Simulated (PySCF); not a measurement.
## Single point on NaCl⁺

State: ²Π (doublet), unpaired electrons π ↑.

An equivalent input (the run itself took its basis sets from the Basis Set Exchange, started from a PBE0 density and held the occupation σ 8α 8β, πx 3α 2β, πy 3α 3β):

```python
from pyscf import gto, scf, cc
mol = gto.M(atom='Na 0 0 0; Cl 0 0 2.828', basis={'Na': 'def2-SVP', 'Cl': 'def2-SVP'},
            charge=1, spin=1, verbose=4, symmetry='C2v')
mf = scf.UHF(mol)
mf.irrep_nelec = {'A1': (8, 8), 'B1': (3, 2), 'B2': (3, 3)}
mf.conv_tol = 1e-9
mf.max_cycle = 60
mf.diis_space = 10
mf.kernel()
mycc = cc.CCSD(mf, frozen=[[0, 1, 2, 3, 4, 5], [0, 1, 2, 3, 4, 5]])
mycc.run(conv_tol=1e-7, conv_tol_normt=1e-5, max_cycle=80, diis_space=8)
et = mycc.ccsd_t()
```

The SCF ended at -620.94558461 hartree. The coupled-cluster part of the log:

```
******** <class 'pyscf.cc.uccsd.UCCSD'> ********
CC2 = 0
CCSD nocc = (8, 7), nmo = (27, 27)
frozen orbitals [[0, 1, 2, 3, 4, 5], [0, 1, 2, 3, 4, 5]]
max_cycle = 80
direct = 0
conv_tol = 1e-07
conv_tol_normt = 1e-05
diis_space = 8
diis_start_cycle = 0
diis_start_energy_diff = 1e+09
Init t2, MP2 energy = -0.111484648888606
Init E_corr(UCCSD) = -0.111484648893719
cycle = 1  E_corr(UCCSD) = -0.124898293361665  dE = -0.0134136445  norm(t1,t2) = 0.0316952
cycle = 2  E_corr(UCCSD) = -0.127327007244137  dE = -0.00242871388  norm(t1,t2) = 0.00975572
cycle = 3  E_corr(UCCSD) = -0.128334884139322  dE = -0.0010078769  norm(t1,t2) = 0.00377373
cycle = 4  E_corr(UCCSD) = -0.128329999512781  dE = 4.88462654e-06  norm(t1,t2) = 0.000675232
cycle = 5  E_corr(UCCSD) = -0.12832023706699  dE = 9.76244579e-06  norm(t1,t2) = 0.000330316
cycle = 6  E_corr(UCCSD) = -0.128322217056505  dE = -1.97998952e-06  norm(t1,t2) = 0.00013178
cycle = 7  E_corr(UCCSD) = -0.128322903104724  dE = -6.86048219e-07  norm(t1,t2) = 4.18101e-05
cycle = 8  E_corr(UCCSD) = -0.128322679703651  dE = 2.23401073e-07  norm(t1,t2) = 1.4765e-05
cycle = 9  E_corr(UCCSD) = -0.128322694566706  dE = -1.48630551e-08  norm(t1,t2) = 3.69224e-06
UCCSD converged
E(UCCSD) = -621.0739073006503  E_corr = -0.1283226945667064
UCCSD(T) correction = -0.00125219698768286
```

T1 diagnostic 0.004, D1 0.017, 15 electrons correlated.

Repeating this along the bond gives Re = 2.844 Å and ωe = 154 cm⁻¹.

A point of this curve took 0.83 CPU seconds beside 0.026 for the integrals, on Arm Neoverse V1 (shared host).

Correlated steps freeze 6 core orbitals. The state is the lowest determinant that a PBE0 search found; another state may lie lower at other levels.
